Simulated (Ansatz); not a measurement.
in.yaml

```yaml
crystal:
  periodic: [false, false, false]
  atoms:
    - {symbol: Cl, position_ang: [0.000000, 0.000000, 0.000000]}
    - {symbol: Ga, position_ang: [0.000000, 0.000000, 2.088600]}
basis:
  gaussian: {orbitals: cc-pVDZ}
total_charge: 1
magnetization: {spin_polarized: true, initial_magnetization: 3}
correlation: {method: ccsd, electrons: all}
accuracy: high
scf: {lower_state_search: off}
```

```sh
$ ansatz run in.yaml --threads 1 --pin off --events-out ev --progress --plain --max-ram 2393MiB
```

Output:

```
these checks for a lower state are left out or cut short: stability, starts, cluster_reference, orbital_swaps, neighbouring_geometries, increment
885 factors; integrals over basis functions are off by at most 4.4e-9 eV
mean field evaluation 1: about -64824.3479 eV, gradient 8.5e0 eV
mean field evaluation 2: about -64824.3588 eV, gradient 8.5e0 eV
mean field evaluation 4: about -64825.3292 eV, gradient 1.4e0 eV
mean field evaluation 8: about -64825.3725 eV, gradient 6.4e-4 eV
mean field -64825.37247668 eV, -2382.2884983025 hartree, gradient 2.4e-8 eV, S^2 3.758253; 0 other end points of the search recorded, 0 dependent functions left out
reference -64825.37247668 eV, -2382.2884983025 hartree; 25, 22 occupied and 20, 23 virtual orbitals, 885 factors
second order -4.10858173 eV of doubles, -0.00000000 eV of singles
cycle   1  -4.48190804 eV  change   -3.7e-1 eV  update   5.1e-2
cycle   2  -4.63597684 eV  change   -1.5e-1 eV  update   1.9e-2
cycle   3  -4.66096086 eV  change   -2.5e-2 eV  update   8.7e-3
cycle   4  -4.66139669 eV  change   -4.4e-4 eV  update   4.0e-3
cycle   5  -4.66137359 eV  change    2.3e-5 eV  update   2.3e-3
cycle   6  -4.66187277 eV  change   -5.0e-4 eV  update   1.6e-3
cycle   7  -4.66232791 eV  change   -4.6e-4 eV  update   1.1e-3
cycle   8  -4.66254490 eV  change   -2.2e-4 eV  update   4.7e-4
cycle   9  -4.66254032 eV  change    4.6e-6 eV  update   1.3e-4
cycle  10  -4.66253031 eV  change    1.0e-5 eV  update   3.9e-5
cycle  11  -4.66252775 eV  change    2.6e-6 eV  update   1.3e-5
cycle  12  -4.66252694 eV  change    8.0e-7 eV  update   3.5e-6
cycle  13  -4.66252579 eV  change    1.2e-6 eV  update   1.2e-6
cycle  14  -4.66252501 eV  change    7.8e-7 eV  update   4.5e-7
cycle  15  -4.66252479 eV  change    2.2e-7 eV  update   1.5e-7
cycle  16  -4.66252476 eV  change    3.6e-8 eV  update   5.7e-8
cycle  17  -4.66252477 eV  change   -1.7e-8 eV  update   3.0e-8
cycle  18  -4.66252477 eV  change    8.4e-9 eV  update   1.8e-8
cycle  19  -4.66252469 eV  change    7.2e-8 eV  update   5.0e-8
cycle  20  -4.66252466 eV  change    3.0e-8 eV  update   1.6e-8
cycle  21  -4.66252466 eV  change    4.9e-9 eV  update   7.0e-9
cycle  22  -4.66252466 eV  change    4.2e-9 eV  update   5.0e-9
Total energy: -64830.03500134 eV, -2382.4598429232 hartree
Checks for a lower state left out: stability, starts, cluster_reference, orbital_swaps, neighbouring_geometries, increment
```

Ran on 1 thread of Arm Neoverse V1, shared host: 7 s wall, 0.21 GiB peak host memory.
